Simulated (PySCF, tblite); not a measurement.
# A complex of ammonium and water

A gas-phase complex of ammonium and water; charge +1, singlet. The structure comes from a short search (6 tight-binding starts) and was relaxed by PBE0-D3(BJ)/def2-TZVPD; another way of binding may lie lower. Frequencies by PBE0-D3(BJ)/def2-TZVPD show no clear imaginary mode.

```tsv
part	name	SMILES	atoms	charge	multiplicity
1	ammonium	[NH4+]	1–5	+1	1
2	water	O	6–8	0	1
```

```xyz
8

N    -0.113    0.047   -0.043
H    -1.036   -0.398   -0.336
H    -0.057    1.002   -0.397
H    -0.043    0.070    0.975
H     0.668   -0.493   -0.418
O    -2.415   -1.070   -0.780
H    -2.963   -0.817   -1.531
H    -2.861   -1.809   -0.352
```
(Å; atoms numbered from 1)

Contacts between parts, classed by geometry: H2···O6 1.597 Å (hydrogen bond, 180°).

Interaction energies are complex less parts, with the parts frozen as they stand in it; counterpoise-corrected, in kcal/mol (PySCF). The CCSD(T) estimate is Hartree-Fock/aug-cc-pVQZ, plus the MP2 correlation part extrapolated as X⁻³ from aug-cc-pVTZ and aug-cc-pVQZ, plus CCSD(T) less MP2 in aug-cc-pVDZ; noble-gas cores are frozen. It isn't the exact limit.

| level | interaction | superposition error removed |
| --- | --- | --- |
| Hartree-Fock/aug-cc-pVQZ | -19.08 | - |
| wB97M-D3(BJ)/def2-TZVPD | -21.52 | -0.09 |
| PBE0-D3(BJ)/def2-TZVPD | -22.49 | -0.10 |
| MP2/aug-cc-pVQZ | -21.29 | -0.34 |

(1) What does CCSD(T) at its estimated basis limit give, and which of these levels comes nearest?

(2) What holds them together? Decompose the wB97M-D3(BJ)/def2-TZVPD energy: frozen parts, their antisymmetrised product, then relaxation.

The parts were also relaxed and run alone, at the levels used for the complex: vibrations by PBE0-D3(BJ)/def2-TZVPD; shieldings by PBE0/pcSseg-2; core levels by delta-SCF with SCAN, pcX-2 on the ionised atom and pcseg-1 elsewhere, spin-free X2C.

(3) What does binding change?

Results:

(1) -21.13 kcal/mol. MP2/aug-cc-pVQZ is nearest, off by -0.15; the errors are Hartree-Fock/aug-cc-pVQZ +2.05, wB97M-D3(BJ)/def2-TZVPD -0.39, PBE0-D3(BJ)/def2-TZVPD -1.35, MP2/aug-cc-pVQZ -0.15.

(2) electrostatic -25.5, Pauli repulsion +20.8, orbital relaxation -15.9, dispersion correction -0.9 kcal/mol, which sum to the value before the counterpoise correction; the Pauli term holds the exchange-correlation of the frozen density too. Of the attraction, 60 % is electrostatic, 38 % is orbital relaxation, 2 % is dispersion correction.

(3) 
| property | alone | in the complex | change |
| --- | --- | --- | --- |
| N1–H2 bond (Å) | 1.024 | 1.066 | +0.043 |
| stretch carried by H2 (cm⁻¹, harmonic) | 3396, 3506, 3506, 3506 | 2740 | -739 from the mean |
| its infrared intensity (km/mol) | 0, 182, 182, 182 | 1622 |  |
| shielding of H2 (ppm) | 26.51 | 18.39 | -8.12 |
| shielding of O6 (ppm) | 329.1 | 308.4 | -20.7 |
| shielding of N1 (ppm) | 235.7 | 231.7 | -4.0 |
| N1 1s core level (eV) | 417.02 | 414.96 | -2.05 |
| O6 1s core level (eV) | 539.76 | 545.27 | +5.51 |

Density functionals tend to overstate the lengthening and the red shift of so strongly bound an X–H bond.
